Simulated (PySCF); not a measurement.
Computed with PySCF and rigid-rotor harmonic-oscillator thermochemistry at 1 bar. The comparison is the NASA 1993 polynomial table, which mixes measured and estimated data. 6-31G* has spherical d functions here. Open shells (unrestricted): BS (multiplicity 2). The harmonic model lacks anharmonicity and excited electronic states, which grow with temperature; levels with a mode under 35 cm⁻¹ are left out. The table's entry may be an old estimate for BS (not checked at source).

Harmonic frequencies at HF/6-31G* (cm⁻¹): 1274. Point group C∞v; S°(298 K) = 216.0 J/mol/K at this level.

Problem. Work out Cp and S° of gaseous BS at 500, 800, 1200, 1600, 2000 K from these, and set them beside the table.

Solution. 
```
T (K)  Cp HF/6-31G*  Cp table  S° HF/6-31G*  S° table
-----  ------------  --------  ------------  --------
500            32.1      32.6         232.0     232.3
800            34.6      35.1         247.7     248.3
1200           36.0      36.4         262.0     262.8
1600           36.6      37.0         272.4     273.3
2000           36.9      37.5         280.6     281.7
```
Units J/mol/K.
